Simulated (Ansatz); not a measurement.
Basis-set extrapolation for `[C-]#[N+]CC` (PBE0-D4/def2-TZVP geometry, frozen core, the Gaussian-basis code of Ansatz). Multiplicity 1, RHF reference.

```csv
,def2-TZVPP,def2-QZVPP
HF,-170.999130,-171.006599
MP2 correlation,-0.674537,-0.718632
CCSD(T) correlation,-0.735815,not run
```

Energies in hartree. Use E(X) = E(∞) + A·exp(−7.88·√X) for Hartree–Fock and E(X) = E(∞) + B·X^(−2.97) for correlation, with X = 3 and 4, and add CCSD(T) minus MP2 of the smaller set to the MP2 limit.

Question: What is the CCSD(T) energy at the basis-set limit?

Answer: HF limit: -171.006599 + (-0.007469) × 0.13774 = -171.00763. MP2 limit: -0.718632 + (-0.044095) × 0.74074 = -0.75129. Higher-order term: -0.735815 − (-0.674537) = -0.06128. Total: -171.82020 hartree, 223.8 kJ/mol below CCSD(T)/def2-TZVPP.
